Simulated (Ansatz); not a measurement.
A structure relaxed at PBE0-D4/def2-TZVP, charge 0, multiplicity 1:

Cartesian coordinates in Å:
```
C 0.0537 0.7977 1.4444
N 0.1217 0.7005 0.0051
C -0.0840 -0.3986 -0.5466
N -0.1544 -0.6265 -1.8876
F -0.3255 -1.5457 0.1275
H -0.9315 0.5159 1.8310
H 0.2490 1.8291 1.7377
H 0.7952 0.1594 1.9366
H 0.0743 -1.5565 -2.1948
H 0.2016 0.1247 -2.4534
```

(1) Give its formula and SMILES.

(2) Summarise the bond lengths by kind.

Results:

(1) C2H5FN2, `C/N=C(/N)F`.

(2) 3 × C–N 1.247 to 1.444 Å; 3 × C–H 1.090 to 1.095 Å; 1 × C–F 1.352 Å; 2 × H–N 1.006 Å.

Results of the Gaussian-basis code of Ansatz.
